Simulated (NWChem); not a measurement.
All runs are NWChem calculations. System: nitrous oxide (N₂O), charge 0, spin multiplicity 1, optimised in this run.

Job file:

```
start mol
memory heap 200 mb stack 900 mb global 1100 mb
geometry units angstroms
  N      0.000000     0.000000    -1.172243
  N      0.000000     0.000000    -0.066549
  O      0.000000     0.000000     1.083943
  symmetry group C2v
end
basis spherical
  * library def2-svp
end
dft
  xc pbe0
  semidirect memsize 60000000 filesize 0
  iterations 100
end
driver
  maxiter 80
end
task dft optimize
task dft freq
```

The output up to the point where the run's verdict is printed (cleaned and shortened):

```
             Northwest Computational Chemistry Package (NWChem) 7.3.0
             --------------------------------------------------------

                                NWChem Input Module
                                -------------------

 Scaling coordinates for geometry "geometry" by  1.889725989
 (inverse scale =  0.529177249)

 Turning off AUTOSYM since
 SYMMETRY directive was detected!

          ------
          auto-z
          ------
  autoz: insufficient variables                     2                    3
     1 autoz failed with cvr_scaling = 1.2 changing to 1.3
  autoz: insufficient variables                     2                    3
     2 autoz failed with cvr_scaling = 1.3 changing to 1.4
  autoz: insufficient variables                     2                    3
     3 autoz failed with cvr_scaling = 1.4 changing to 1.5
  autoz: insufficient variables                     2                    3
     4 autoz failed with cvr_scaling = 1.5 changing to 1.6
  autoz: insufficient variables                     2                    3
     5 autoz failed with cvr_scaling = 1.6 changing to 1.7
 !! There are insufficient internal variables: expected     2 got     3
 !! Either AUTOZ failed or your geometry has changed so much that the
 !! coordinates should be regenerated.
```

The program refused the input. NWChem stopped with the message: geom_binvr: #indep variables incorrect 200003.
